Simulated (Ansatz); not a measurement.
# PO (doublet): the correlation ladder, cc-pVDZ

How much of the correlation energy of PO (doublet) does each wave-function method recover here?

The runs use Ansatz 0.2.0, Gaussian basis; cc-pVDZ, core rule «outside noble gas», up to 6 orbitals frozen.

To be run: UHF; CCSD(T) on ROHF; CCSD(T) on UHF; BCCD(T) on ROHF; CISD; CCSDT(Q) on ROHF; CCSDT(Q) on UHF; CISDTQ; CCSDTQ on ROHF; CCSDTQ on UHF; CASSCF and MRCISD+Q, 11 electrons in 8 orbitals; CASSCF and NEVPT2, 11 electrons in 8 orbitals.

7 further runs of the same task are left out: 2 that didn't finish, 5 set aside as unsound or not needed.

## Step 1: The geometry

The geometry is a PBE0/def2-TZVP stationary point (not a proven minimum) of the parent state, kept for this charge and spin.

2 atoms, charge 0, spin multiplicity 2.

Atoms are counted from 1 here; the program's logs count them from 0.

Bond lengths: O1–P2 1.719 Å.

## Step 2: UHF

Input file in.yaml:

```yaml
crystal:
  periodic: [false, false, false]
  atoms:
    - {symbol: O, position_ang: [0.000000, 0.000000, 0.000000]}
    - {symbol: P, position_ang: [0.000000, 0.000000, 1.718900]}
basis:
  gaussian: {orbitals: cc-pVDZ}
magnetization: {spin_polarized: true, initial_magnetization: 1}
hamiltonian: {xc: hf}
output: {orbitals: {seedname: orbitals}}
```

Started as:

```
ansatz run in.yaml --threads 1 --pin off --events-out ev --progress --plain --max-ram 4096MiB --backend cpu
```

After this run come: CCSD(T) on ROHF; CCSD(T) on UHF; BCCD(T) on ROHF; CISD; CCSDT(Q) on ROHF; CCSDT(Q) on UHF; CISDTQ; CCSDTQ on ROHF; CCSDTQ on UHF; CASSCF and MRCISD+Q, 11 electrons in 8 orbitals; CASSCF and NEVPT2, 11 electrons in 8 orbitals.

**Question.** What will the summary of the whole plan be? Wanted: RCCSDTQ below the RHF energy; RMP2 from RCCSDTQ; UMP2 from RCCSDTQ; RCCSD from RCCSDTQ; RCCSD(T) from RCCSDTQ; UCCSD(T) from RCCSDTQ; RCCSDT(Q) from RCCSDTQ; UCCSDT(Q) from RCCSDTQ; NEVPT2 valence from RCCSDTQ.

As calculated:

| quantity | value |
| --- | --- |
| RCCSDTQ below the RHF energy | -9.4385 eV |
| RMP2 from RCCSDTQ | +579.9 meV |
| UMP2 from RCCSDTQ | +2001.1 meV |
| RCCSD from RCCSDTQ | +592.8 meV |
| RCCSD(T) from RCCSDTQ | +88.4 meV |
| UCCSD(T) from RCCSDTQ | +180.8 meV |
| RCCSDT(Q) from RCCSDTQ | +6.8 meV |
| UCCSDT(Q) from RCCSDTQ | -54.7 meV |
| NEVPT2 valence from RCCSDTQ | +1140.4 meV |
| MRCISD+Q valence from RCCSDTQ | +31.3 meV |
| levels within 1 kcal/mol (43 meV) | RCCSDT(Q), UCCSDTQ, MRCISD+Q valence |
| T1 diagnostic | 0.049 |
| effectively unpaired electrons | 1.16 |

RCCSD(T) lands +88.4 meV from the yardstick (0.9 % of the correlation energy). CCSD(T) misses by +88.4 meV on the restricted determinant and by +180.8 meV on the unrestricted one; the two need not hold the same state or core. The occupations are near whole numbers, but T1 = 0.049 shows that the orbitals relax strongly. Of the multireference levels listed MRCISD+Q valence comes nearest in total energy (+31.3 meV), which doesn't show that its space is the better one. These misses are within one basis, not against nature; the frozen cores of restricted and unrestricted runs differ, which can shift their rows.
